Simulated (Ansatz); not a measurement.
# SiC (triplet): wB97M-V, B2PLYP over a scan of the distance Si1–C2, 6-31G

Aim: run SiC (triplet) with these functionals over a scan of the distance Si1–C2, and hold them against the top wave-function level at the same points.

The runs use Ansatz 0.2.0, Gaussian basis; 6-31G, all electrons in the functionals, frozen cores in the correlation of double hybrids and RPA.

To be run: wB97M-V, B2PLYP, at 1.344 Å; 1.525 Å; 1.710 Å; 1.894 Å; 2.076 Å; 2.304 Å; 2.721 Å; 3.142 Å; 3.782 Å; 4.607 Å; 5.761 Å.

25 further runs of the same task are left out: 3 for a known fault of the program, 21 that didn't finish, 1 set aside as unsound or not needed.

### Step 1. What is computed

The geometry derives from a PBE0/def2-TZVP stationary point (not a proven minimum). One bond is set to the value named and the two fragments are kept rigid.

2 atoms, charge 0, spin multiplicity 3.

Atoms are counted from 1 here; the program's logs count them from 0.

Bond lengths: Si1–C2 1.710 Å.

No dispersion term is added; wB97M-V holds VV10 nonlocal correlation.

The geometry shown and the zero of energy belong to the point 1.710 Å. The yardstick, FCI, and other wave-function levels (R restricted, U unrestricted, valence and pair active spaces) come from earlier runs.

### Step 2. wB97M-V, 1.344 Å

File in.yaml:

```yaml
crystal:
  periodic: [false, false, false]
  atoms:
    - {symbol: Si, position_ang: [0.000000, 0.000000, 0.000000]}
    - {symbol: C, position_ang: [0.000000, 0.000000, 1.344000]}
basis:
  gaussian: {orbitals: 6-31G}
magnetization: {spin_polarized: true, initial_magnetization: 2}
hamiltonian: {xc: {name: wB97M-V}}
output: {forces: true, orbitals: {seedname: orbitals}}
```

The run is started by

```bash
$ ansatz run in.yaml --threads 1 --pin off --events-out ev --progress --plain --max-ram 2393MiB
```

The runs that follow: wB97M-V, 1.525 Å; wB97M-V, 1.710 Å; wB97M-V, 1.894 Å; wB97M-V, 2.076 Å; wB97M-V, 2.304 Å; wB97M-V, 2.721 Å; wB97M-V, 3.142 Å; wB97M-V, 3.782 Å; wB97M-V, 4.607 Å; wB97M-V, 5.761 Å; B2PLYP, 1.344 Å; B2PLYP, 1.525 Å; B2PLYP, 1.710 Å; B2PLYP, 1.894 Å; B2PLYP, 2.076 Å; B2PLYP, 2.304 Å; B2PLYP, 2.721 Å; B2PLYP, 3.142 Å; B2PLYP, 3.782 Å; B2PLYP, 4.607 Å; B2PLYP, 5.761 Å.

Before running them: what should the planned runs give, taken together? Wanted: span of the FCI curve; largest miss, wB97M-V; largest miss, B2PLYP.

The runs gave:

| quantity | value |
| --- | --- |
| span of the FCI curve | 514.7 kJ/mol |
| largest miss, wB97M-V | +62.2 kJ/mol (5.761 Å) |
| largest miss, B2PLYP | +39.2 kJ/mol (5.761 Å) |

**Reading.** Of the functionals, B2PLYP keep the smallest largest miss at the points compared (at most 39.2 kJ/mol) and wB97M-V strays most (62.2 kJ/mol, at 5.761 Å). wB97M-V, B2PLYP clearly break the spin symmetry at some points (⟨S²⟩ up to 1.00 above the pure value), so energy there is bought with a mixed spin. Functionals and the yardstick converge differently with the basis, so part of each miss in 6-31G is the basis.
